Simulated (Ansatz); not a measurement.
## How far each method lies from RCCSDTQ for BF3, singlet

Geometry: MP2(full)/6-31G*, from the G2/97 set.

```xyz
4

B     0.0000    0.0000    0.0000
F     0.0000    1.3218    0.0000
F     1.1447   -0.6609    0.0000
F    -1.1447   -0.6609    0.0000
```

Basis 6-31G; Ansatz 0.2.0. Only valence electrons are correlated (noble-gas cores frozen), which leaves 24 electrons in 32 orbitals. Prefix R: restricted or restricted open-shell reference. Active spaces: valence = (18e, 13o, short of the full valence) chosen from the atoms' valence shells.

Full CI isn't at hand for all of this; RCCSDTQ serves as the reference, and is uncertain by about the last step of the cluster series.

```
UHF ⟨S²⟩                          : 0.000
T1 diagnostic (RCCSD)             : 0.0137
largest doubles amplitude (RCCSD) : 0.028
```

| level | E − E(RCCSDTQ) (meV) | share of correlation (%) | wall time |
| --- | --- | --- | --- |
| RHF | 11524 | 0.00 | – |
| RMP2 | 161 | 98.60 | – |
| CISD | 1240 | 89.24 | 2 s |
| RCCSD | 227 | 98.03 | – |
| RCCSD(T) | 37 | 99.68 | 0.4 s |
| BCCD(T) | 28 | 99.76 | 0.46 s |
| RCCSDT | 29 | 99.75 | – |
| RCCSDT(Q) | -3 | 100.03 | 9.5 s |
| CASSCF (valence space) | 8316 | 27.84 | – |
| NEVPT2 (valence space) | 603 | 94.77 | 3.6 s (H100) |
| MRCISD (valence space) | 630 | 94.53 | – |
| MRCISD+Q (valence space) | 133 | 98.84 | 10 s (H100) |

The correlation energy at RCCSDTQ, counted from RHF, is -11.524 eV. That run took 20 s on 5 threads of AMD EPYC 7R13 with a whole H100 80 GB, shared host.

Times hold each run's SCF and search for its determinant on a shared host, so for small cases they say little of a method's own cost; rows without a card ran on 1 thread of AMD EPYC 7R13.

Natural occupations of CASSCF (valence space) about the gap: 1.990 1.990 1.986 1.981 1.981 0.027 0.026 0.020 0.020; effectively unpaired electrons, Σ n²(2−n)², 0.01.

Atomization energy (electronic, same basis, no zero-point term; atoms at the same level, unrestricted beside the R rows where the molecule is a closed shell, with restricted open-shell steps beyond CCSDT(Q)) at RCCSDTQ: 1594.3 kJ/mol. Errors of other levels:

| level | error (kJ/mol) |
| --- | --- |
| RHF | -325.6 |
| RMP2 | 86.6 |
| CISD | -100.7 |
| RCCSD | -16.0 |
| RCCSD(T) | -2.1 |
| BCCD(T) | -1.2 |
| RCCSDT | -2.3 |
| RCCSDT(Q) | 0.3 |

This basis is far from its limit, so the value isn't to be set against a measured one. Truncated CI isn't size-consistent, which counts against it in atomization.
